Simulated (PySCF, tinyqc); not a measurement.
Inside a calculation (part 1 of 2). Method: RHF in the sto-3g basis, for OH-, spin multiplicity 1. The basis has no diffuse functions, so it cannot describe the extra electron: this is an exercise in the method, not the real anion. The lowest restricted solution is unstable here: a spin-polarised one lies 0.0365 hartree lower (PySCF). Computed by tinyqc, a small Python program that keeps every step (integrals from PySCF). Settings: charge = -1, multiplicity = 1, basis = sto-3g, energy threshold = 1e-09, iteration cap = 87, orthogonalisation = canonical, start = core, DIIS depth = 6, method = RHF. Command: `OMP_NUM_THREADS=1 python tinyqc.py 31275 31276 out.jsonl` (the two numbers bound the seeds that draw the settings). One thread of a shared host (Intel(R) Xeon(R) Processor @ 2.60GHz), about 0.05 s of CPU time with the checks. Later iterations appear only in the table of the cycle.

## One-electron integrals

Geometry (angstrom):

| atom | x | y | z |
|---|---|---|---|
| O | 0.000000 | 0.000000 | 0.000000 |
| H | 0.000000 | 0.000000 | 1.932000 |

Basis sto-3g: exponents (1/bohr^2) and contraction coefficients of normalised primitives:

| element | l (shell) | exponent | coefficient |
|---|---|---|---|
| O | s (1) | 130.709320 | 0.154329 |
| O | s (1) | 23.808861 | 0.535328 |
| O | s (1) | 6.443608 | 0.444635 |
| O | s (2) | 5.033151 | -0.099967 |
| O | s (2) | 1.169596 | 0.399513 |
| O | s (2) | 0.380389 | 0.700115 |
| O | p (3) | 5.033151 | 0.155916 |
| O | p (3) | 1.169596 | 0.607684 |
| O | p (3) | 0.380389 | 0.391957 |
| H | s (1) | 3.425251 | 0.154329 |
| H | s (1) | 0.623914 | 0.535328 |
| H | s (1) | 0.168855 | 0.444635 |

Overlap, kinetic and nuclear-attraction integrals over the contracted functions; the nuclear repulsion is the sum of Za Zb / Rab.

nuclear repulsion = 2.19120998 hartree

overlap S:
```
           1O 1s     1O 2s    1O 2px    1O 2py    1O 2pz     2H 1s
1O 1s   1.000000  0.236704  0.000000  0.000000  0.000000  0.005858
1O 2s   0.236704  1.000000  0.000000  0.000000  0.000000  0.087182
1O 2px  0.000000  0.000000  1.000000  0.000000  0.000000  0.000000
1O 2py  0.000000  0.000000  0.000000  1.000000  0.000000  0.000000
1O 2pz  0.000000  0.000000  0.000000  0.000000  1.000000  0.095210
2H 1s   0.005858  0.087182  0.000000  0.000000  0.095210  1.000000
```

kinetic energy T (hartree):
```
            1O 1s      1O 2s    1O 2px    1O 2py     1O 2pz      2H 1s
1O 1s   29.003200  -0.168011  0.000000  0.000000   0.000000  -0.001847
1O 2s   -0.168011   0.808128  0.000000  0.000000   0.000000  -0.018185
1O 2px   0.000000   0.000000  2.528731  0.000000   0.000000   0.000000
1O 2py   0.000000   0.000000  0.000000  2.528731   0.000000   0.000000
1O 2pz   0.000000   0.000000  0.000000  0.000000   2.528731  -0.004889
2H 1s   -0.001847  -0.018185  0.000000  0.000000  -0.004889   0.760032
```

nuclear attraction V (hartree):
```
             1O 1s      1O 2s     1O 2px     1O 2py     1O 2pz      2H 1s
1O 1s   -60.892356  -7.247913   0.000000   0.000000  -0.003811  -0.183371
1O 2s    -7.247913  -9.325819   0.000000   0.000000  -0.048100  -0.520705
1O 2px    0.000000   0.000000  -9.247251   0.000000   0.000000   0.000000
1O 2py    0.000000   0.000000   0.000000  -9.247251   0.000000   0.000000
1O 2pz   -0.003811  -0.048100   0.000000   0.000000  -9.265559  -0.475842
2H 1s    -0.183371  -0.520705   0.000000   0.000000  -0.475842  -3.416653
```

core Hamiltonian H = T + V (hartree):
```
             1O 1s      1O 2s     1O 2px     1O 2py     1O 2pz      2H 1s
1O 1s   -31.889156  -7.415924   0.000000   0.000000  -0.003811  -0.185218
1O 2s    -7.415924  -8.517691   0.000000   0.000000  -0.048100  -0.538890
1O 2px    0.000000   0.000000  -6.718520   0.000000   0.000000   0.000000
1O 2py    0.000000   0.000000   0.000000  -6.718520   0.000000   0.000000
1O 2pz   -0.003811  -0.048100   0.000000   0.000000  -6.736828  -0.480731
2H 1s    -0.185218  -0.538890   0.000000   0.000000  -0.480731  -2.656621
```

## Two-electron integrals

Functions are numbered as in S; the eight-fold symmetry (ij|kl) = (ji|kl) = (kl|ij) leaves the list below.

Two-electron integrals (ij|kl) in chemists' order, unique and non-zero (hartree):
```
(11|11) 4.785065   (21|11) 0.741380   (21|21) 0.136873   (22|11) 1.118947
(22|21) 0.256633   (22|22) 0.817206   (31|31) 0.024477   (32|31) 0.037809
(32|32) 0.180518   (33|11) 1.115814   (33|21) 0.256684   (33|22) 0.817023
(33|33) 0.880159   (41|41) 0.024477   (42|41) 0.037809   (42|42) 0.180518
(43|43) 0.047444   (44|11) 1.115814   (44|21) 0.256684   (44|22) 0.817023
(44|33) 0.785270   (44|44) 0.880159   (51|51) 0.024477   (52|51) 0.037809
(52|52) 0.180518   (53|53) 0.047444   (54|54) 0.047444   (55|11) 1.115814
(55|21) 0.256684   (55|22) 0.817023   (55|33) 0.785270   (55|44) 0.785270
(55|55) 0.880159   (61|11) 0.018541   (61|21) 0.003398   (61|22) 0.006345
(61|33) 0.006336   (61|44) 0.006336   (61|51) 0.000153   (61|52) 0.000290
(61|55) 0.006364   (61|61) 0.000085   (62|11) 0.059940   (62|21) 0.013986
(62|22) 0.051448   (62|33) 0.050585   (62|44) 0.050585   (62|51) 0.001042
(62|52) 0.008985   (62|55) 0.053123   (62|61) 0.000355   (62|62) 0.004669
(63|31) 0.001264   (63|32) 0.008070   (63|53) 0.001788   (63|63) 0.000588
(64|41) 0.001264   (64|42) 0.008070   (64|54) 0.001788   (64|64) 0.000588
(65|11) 0.052724   (65|21) 0.012433   (65|22) 0.048787   (65|33) 0.046940
(65|44) 0.046940   (65|51) 0.001944   (65|52) 0.014995   (65|55) 0.052428
(65|61) 0.000324   (65|62) 0.005354   (65|65) 0.006626   (66|11) 0.273746
(66|21) 0.064791   (66|22) 0.273299   (66|33) 0.267517   (66|44) 0.267517
(66|51) 0.003785   (66|52) 0.047270   (66|55) 0.284805   (66|61) 0.001636
(66|62) 0.035726   (66|65) 0.047613   (66|66) 0.774606
```

## Orthogonalisation

S = U s U^T; canonical form X = U s^(-1/2), so that X^T S X = 1. Each column of U has its largest component positive (the first on a tie).

eigenvalues of S: 0.747389  0.909381  1.000000  1.000000  1.086382  1.256849

X:
```
                1          2          3         4          5         6
1O 1s   -0.754714   0.290783   0.000000  0.000000  -0.267484  0.577848
1O 2s    0.813022  -0.094208   0.000000  0.000000  -0.112821  0.620604
1O 2px   0.000000   0.000000  -0.699845  0.714295   0.000000  0.000000
1O 2py   0.000000   0.000000   0.714295  0.699845   0.000000  0.000000
1O 2pz   0.115578   0.726602   0.000000  0.000000   0.677245  0.096187
2H 1s   -0.306653  -0.691570   0.000000  0.000000   0.614451  0.259484
```

Within a degenerate level the vectors are fixed only up to a rotation; this is one choice.

## Starting guess

The start is the orbitals of the core Hamiltonian; D = 2 C_occ C_occ^T.

D at the start:
```
            1O 1s      1O 2s    1O 2px    1O 2py     1O 2pz      2H 1s
1O 1s    2.119056  -0.503315  0.000000  0.000000  -0.002063   0.014353
1O 2s   -0.503315   2.127688  0.000000  0.000000   0.010622  -0.058873
1O 2px   0.000000   0.000000  2.000000  0.000000   0.000000   0.000000
1O 2py   0.000000   0.000000  0.000000  2.000000   0.000000   0.000000
1O 2pz  -0.002063   0.010622  0.000000  0.000000   2.012212  -0.081251
2H 1s    0.014353  -0.058873  0.000000  0.000000  -0.081251   0.004886
```

## Iteration 1: building the Fock matrix

J_ij = sum D_kl (ij|kl), K_ij = sum D_kl (ik|jl); F = H + J - 0.5 K; E = tr D H + tr D J / 2 - 0.25 tr D K + E_nn.

Coulomb J (hartree):
```
            1O 1s     1O 2s    1O 2px    1O 2py    1O 2pz     2H 1s
1O 1s   18.469051  3.519267  0.000000  0.000000  0.000287  0.087438
1O 2s    3.519267  8.751181  0.000000  0.000000  0.000424  0.530589
1O 2px   0.000000  0.000000  8.743349  0.000000  0.000000  0.000000
1O 2py   0.000000  0.000000  0.000000  8.743349  0.000000  0.000000
1O 2pz   0.000287  0.000424  0.000000  0.000000  8.743402  0.495118
2H 1s    0.087438  0.530589  0.000000  0.000000  0.495118  2.732392
```

exchange K (hartree):
```
           1O 1s     1O 2s    1O 2px    1O 2py    1O 2pz     2H 1s
1O 1s   9.832023  1.711908  0.000000  0.000000  0.000112  0.045938
1O 2s   1.711908  2.848689  0.000000  0.000000  0.001272  0.149942
1O 2px  0.000000  0.000000  2.347370  0.000000  0.000000  0.000000
1O 2py  0.000000  0.000000  0.000000  2.347370  0.000000  0.000000
1O 2pz  0.000112  0.001272  0.000000  0.000000  2.348544  0.105645
2H 1s   0.045938  0.149942  0.000000  0.000000  0.105645  0.017444
```

Fock matrix F (hartree):
```
             1O 1s      1O 2s    1O 2px    1O 2py     1O 2pz      2H 1s
1O 1s   -18.336117  -4.752611  0.000000  0.000000  -0.003580  -0.120749
1O 2s    -4.752611  -1.190854  0.000000  0.000000  -0.048312  -0.083271
1O 2px    0.000000   0.000000  0.851144  0.000000   0.000000   0.000000
1O 2py    0.000000   0.000000  0.000000  0.851144   0.000000   0.000000
1O 2pz   -0.003580  -0.048312  0.000000  0.000000   0.832303  -0.038435
2H 1s    -0.120749  -0.083271  0.000000  0.000000  -0.038435   0.067049
```

total energy of this density = -72.83589887 hartree

## Iteration 1: diagonalisation and new density

Diagonalise F' = X^T F X, C = X C', fill 5 alpha and 5 beta electrons from the bottom; D = 2 C_occ C_occ^T. Each column has its largest component positive (the first on a tie).

F' = X^T F X (hartree):
```
           1          2         3         4          5           6
1  -5.401570   2.715464  0.000000  0.000000  -2.928129    7.428926
2   2.715464  -0.747661  0.000000  0.000000   1.793039   -3.514883
3   0.000000   0.000000  0.851144  0.000000   0.000000    0.000000
4   0.000000   0.000000  0.000000  0.851144   0.000000    0.000000
5  -2.928129   1.793039  0.000000  0.000000  -1.178929    3.987271
6   7.428926  -3.514883  0.000000  0.000000   3.987271  -10.048842
```

orbital energies (hartree): MO1 -18.345950, MO2 -0.003510, MO3 0.120858, MO4 0.851144, MO5 0.851144, MO6 0.851601

coefficients C:
```
              MO1        MO2        MO3        MO4       MO5        MO6
1O 1s    0.994089  -0.202894   0.173529   0.000000  0.000000   0.010632
1O 2s    0.023876   0.767641  -0.690258   0.000000  0.000000  -0.038178
1O 2px   0.000000   0.000000   0.000000  -0.319973  0.947427   0.000000
1O 2py   0.000000   0.000000   0.000000   0.947427  0.319973   0.000000
1O 2pz   0.000360   0.070560   0.010306   0.000000  0.000000   1.002066
2H 1s   -0.001282   0.593553   0.802099   0.000000  0.000000  -0.146690
```

D after iteration 1:
```
            1O 1s      1O 2s    1O 2px    1O 2py     1O 2pz      2H 1s
1O 1s    2.118981  -0.503590  0.000000  0.000000  -0.024340   0.034969
1O 2s   -0.503590   2.132598  0.000000  0.000000   0.094119  -0.196100
1O 2px   0.000000   0.000000  2.000000  0.000000   0.000000   0.000000
1O 2py   0.000000   0.000000  0.000000  2.000000   0.000000   0.000000
1O 2pz  -0.024340   0.094119  0.000000  0.000000   0.010170   0.100294
2H 1s    0.034969  -0.196100  0.000000  0.000000   0.100294   1.991339
```

Within a degenerate level the vectors are fixed only up to a rotation; this is one choice.

## Iteration 2: building the Fock matrix

As before.

Coulomb J (hartree):
```
            1O 1s     1O 2s    1O 2px    1O 2py    1O 2pz     2H 1s
1O 1s   16.787114  3.136026  0.000000  0.000000  0.013455  0.078040
1O 2s    3.136026  7.666007  0.000000  0.000000  0.125775  0.497575
1O 2px   0.000000  0.000000  7.709824  0.000000  0.000000  0.000000
1O 2py   0.000000  0.000000  0.000000  7.709824  0.000000  0.000000
1O 2pz   0.013455  0.125775  0.000000  0.000000  7.555545  0.488332
2H 1s    0.078040  0.497575  0.000000  0.000000  0.488332  3.717479
```

exchange K (hartree):
```
           1O 1s     1O 2s    1O 2px    1O 2py    1O 2pz     2H 1s
1O 1s   9.782980  1.636536  0.000000  0.000000  0.000795  0.042745
1O 2s   1.636536  2.490138  0.000000  0.000000  0.093354  0.168430
1O 2px  0.000000  0.000000  2.252903  0.000000  0.000000  0.000000
1O 2py  0.000000  0.000000  0.000000  2.252903  0.000000  0.000000
1O 2pz  0.000795  0.093354  0.000000  0.000000  0.615456  0.146580
2H 1s   0.042745  0.168430  0.000000  0.000000  0.146580  1.551349
```

Fock matrix F (hartree):
```
             1O 1s      1O 2s     1O 2px     1O 2py     1O 2pz      2H 1s
1O 1s   -19.993532  -5.098166   0.000000   0.000000   0.009247  -0.128550
1O 2s    -5.098166  -2.096753   0.000000   0.000000   0.030999  -0.125529
1O 2px    0.000000   0.000000  -0.135147   0.000000   0.000000   0.000000
1O 2py    0.000000   0.000000   0.000000  -0.135147   0.000000   0.000000
1O 2pz    0.009247   0.030999   0.000000   0.000000   0.510990  -0.065689
2H 1s    -0.128550  -0.125529   0.000000   0.000000  -0.065689   0.285184
```

total energy of this density = -73.83160248 hartree

## Iteration 2: DIIS over 2 matrices

error matrix X^T (FDS - SDF) X:
```
          1          2         3         4          5          6
1  0.000000  -0.140368  0.000000  0.000000  -0.136282  -0.001161
2  0.140368   0.000000  0.000000  0.000000  -0.150245   0.069350
3  0.000000   0.000000  0.000000  0.000000   0.000000   0.000000
4  0.000000   0.000000  0.000000  0.000000   0.000000   0.000000
5  0.136282   0.150245  0.000000  0.000000   0.000000   0.068574
6  0.001161  -0.069350  0.000000  0.000000  -0.068574   0.000000
```

B (overlaps of the stored error matrices):
```
                1               2
1   8.5705502e-02  -4.9152885e-02
2  -4.9152885e-02   1.4072516e-01
```

Minimise |sum c_i e_i|^2 with sum c_i = 1: solve [B -1; -1 0][c; lambda] = [0; -1] with B_ij = tr e_i^T e_j, and take F = sum c_i F_i.

DIIS coefficients: 0.584714  0.415286

extrapolated F (hartree):
```
             1O 1s      1O 2s    1O 2px    1O 2py     1O 2pz      2H 1s
1O 1s   -19.024418  -4.896115  0.000000  0.000000   0.001747  -0.123989
1O 2s    -4.896115  -1.567061  0.000000  0.000000  -0.015375  -0.100820
1O 2px    0.000000   0.000000  0.441551  0.000000   0.000000   0.000000
1O 2py    0.000000   0.000000  0.000000  0.441551   0.000000   0.000000
1O 2pz    0.001747  -0.015375  0.000000  0.000000   0.698866  -0.049753
2H 1s    -0.123989  -0.100820  0.000000  0.000000  -0.049753   0.157637
```

## Iteration 2: diagonalisation and new density

As before.

F' = X^T F X (hartree):
```
           1          2         3         4          5           6
1  -5.846137   2.886950  0.000000  0.000000  -3.032868    7.536131
2   2.886950  -0.820326  0.000000  0.000000   1.733440   -3.627639
3   0.000000   0.000000  0.441551  0.000000   0.000000    0.000000
4   0.000000   0.000000  0.000000  0.441551   0.000000    0.000000
5  -3.032868   1.733440  0.000000  0.000000  -1.281510    4.164599
6   7.536131  -3.627639  0.000000  0.000000   4.164599  -10.524291
```

orbital energies (hartree): MO1 -19.033192, MO2 -0.328978, MO3 0.165984, MO4 0.441551, MO5 0.441551, MO6 0.723921

coefficients C:
```
              MO1        MO2        MO3        MO4       MO5        MO6
1O 1s    0.994480  -0.262712   0.039924   0.000000  0.000000  -0.001648
1O 2s    0.022361   1.017195  -0.180065   0.000000  0.000000   0.012136
1O 2px   0.000000   0.000000   0.000000  -0.321962  0.946753   0.000000
1O 2py   0.000000   0.000000   0.000000   0.946753  0.321962   0.000000
1O 2pz   0.000034   0.017197   0.115513   0.000000  0.000000   0.997788
2H 1s   -0.001171   0.085550   0.982251   0.000000  0.000000  -0.212249
```

D after iteration 2:
```
            1O 1s      1O 2s    1O 2px    1O 2py     1O 2pz      2H 1s
1O 1s    2.119202  -0.504361  0.000000  0.000000   0.000256   0.031150
1O 2s   -0.504361   2.135219  0.000000  0.000000  -0.006613  -0.179748
1O 2px   0.000000   0.000000  2.000000  0.000000   0.000000   0.000000
1O 2py   0.000000   0.000000  0.000000  2.000000   0.000000   0.000000
1O 2pz   0.000256  -0.006613  0.000000  0.000000   0.027278   0.229868
2H 1s    0.031150  -0.179748  0.000000  0.000000   0.229868   1.944275
```

Within a degenerate level the vectors are fixed only up to a rotation; this is one choice.

## Iteration 3: building the Fock matrix

As before.

Coulomb J (hartree):
```
            1O 1s     1O 2s    1O 2px    1O 2py    1O 2pz     2H 1s
1O 1s   16.811645  3.141646  0.000000  0.000000  0.007400  0.078132
1O 2s    3.141646  7.683392  0.000000  0.000000  0.093220  0.496707
1O 2px   0.000000  0.000000  7.726430  0.000000  0.000000  0.000000
1O 2py   0.000000  0.000000  0.000000  7.726430  0.000000  0.000000
1O 2pz   0.007400  0.093220  0.000000  0.000000  7.574465  0.486073
2H 1s    0.078132  0.496707  0.000000  0.000000  0.486073  3.690730
```

exchange K (hartree):
```
           1O 1s     1O 2s    1O 2px    1O 2py    1O 2pz     2H 1s
1O 1s   9.783674  1.637296  0.000000  0.000000  0.000243  0.043188
1O 2s   1.637296  2.498687  0.000000  0.000000  0.009581  0.172733
1O 2px  0.000000  0.000000  2.254825  0.000000  0.000000  0.000000
1O 2py  0.000000  0.000000  0.000000  2.254825  0.000000  0.000000
1O 2pz  0.000243  0.009581  0.000000  0.000000  0.644684  0.177208
2H 1s   0.043188  0.172733  0.000000  0.000000  0.177208  1.527450
```

Fock matrix F (hartree):
```
             1O 1s      1O 2s     1O 2px     1O 2py     1O 2pz      2H 1s
1O 1s   -19.969348  -5.092926   0.000000   0.000000   0.003468  -0.128680
1O 2s    -5.092926  -2.083643   0.000000   0.000000   0.040330  -0.128549
1O 2px    0.000000   0.000000  -0.119503   0.000000   0.000000   0.000000
1O 2py    0.000000   0.000000   0.000000  -0.119503   0.000000   0.000000
1O 2pz    0.003468   0.040330   0.000000   0.000000   0.515296  -0.083262
2H 1s    -0.128680  -0.128549   0.000000   0.000000  -0.083262   0.270384
```

total energy of this density = -73.86726294 hartree

## Iteration 3: DIIS over 3 matrices

error matrix X^T (FDS - SDF) X:
```
          1          2         3         4          5          6
1  0.000000  -0.091513  0.000000  0.000000  -0.094755  -0.003850
2  0.091513   0.000000  0.000000  0.000000  -0.145710   0.016869
3  0.000000   0.000000  0.000000  0.000000   0.000000   0.000000
4  0.000000   0.000000  0.000000  0.000000   0.000000   0.000000
5  0.094755   0.145710  0.000000  0.000000   0.000000   0.023596
6  0.003850  -0.016869  0.000000  0.000000  -0.023596   0.000000
```

B (overlaps of the stored error matrices):
```
                1               2               3
1   8.5705502e-02  -4.9152885e-02  -5.0818845e-02
2  -4.9152885e-02   1.4072516e-01   1.0088714e-01
3  -5.0818845e-02   1.0088714e-01   7.8881591e-02
```

As before.

DIIS coefficients: 0.430412  -0.743091  1.312679

extrapolated F (hartree):
```
             1O 1s      1O 2s    1O 2px    1O 2py     1O 2pz      2H 1s
1O 1s   -19.248415  -4.942557  0.000000  0.000000  -0.003860  -0.125364
1O 2s    -4.942557  -1.689634  0.000000  0.000000   0.009112  -0.111305
1O 2px    0.000000   0.000000  0.309900  0.000000   0.000000   0.000000
1O 2py    0.000000   0.000000  0.000000  0.309900   0.000000   0.000000
1O 2pz   -0.003860   0.009112  0.000000  0.000000   0.654939  -0.077027
2H 1s    -0.125364  -0.111305  0.000000  0.000000  -0.077027   0.171869
```

## Iteration 3: diagonalisation and new density

As before.

F' = X^T F X (hartree):
```
           1          2         3         4          5           6
1  -5.984897   2.960882  0.000000  0.000000  -3.051965    7.574273
2   2.960882  -0.833319  0.000000  0.000000   1.718551   -3.659404
3   0.000000   0.000000  0.309900  0.000000   0.000000    0.000000
4   0.000000   0.000000  0.000000  0.309900   0.000000    0.000000
5  -3.051965   1.718551  0.000000  0.000000  -1.339178    4.215436
6   7.574273  -3.659404  0.000000  0.000000   4.215436  -10.681902
```

orbital energies (hartree): MO1 -19.256852, MO2 -0.448140, MO3 0.169319, MO4 0.309900, MO5 0.309900, MO6 0.696378

coefficients C:
```
              MO1        MO2        MO3        MO4       MO5        MO6
1O 1s    0.994607  -0.263025   0.032829   0.000000  0.000000  -0.010032
1O 2s    0.021865   1.020745  -0.152580   0.000000  0.000000   0.045582
1O 2px   0.000000   0.000000   0.000000  -0.319763  0.947498   0.000000
1O 2py   0.000000   0.000000   0.000000   0.947498  0.319763   0.000000
1O 2pz   0.000284  -0.007282   0.188416   0.000000  0.000000   0.986746
2H 1s   -0.001147   0.066451   0.966014   0.000000  0.000000  -0.282113
```

D after iteration 3:
```
            1O 1s      1O 2s    1O 2px    1O 2py     1O 2pz      2H 1s
1O 1s    2.119006  -0.503487  0.000000  0.000000   0.016766   0.026189
1O 2s   -0.503487   2.131358  0.000000  0.000000  -0.072351  -0.159181
1O 2px   0.000000   0.000000  2.000000  0.000000   0.000000   0.000000
1O 2py   0.000000   0.000000  0.000000  2.000000   0.000000   0.000000
1O 2pz   0.016766  -0.072351  0.000000  0.000000   0.071107   0.363056
2H 1s    0.026189  -0.159181  0.000000  0.000000   0.363056   1.875199
```

Within a degenerate level the vectors are fixed only up to a rotation; this is one choice.
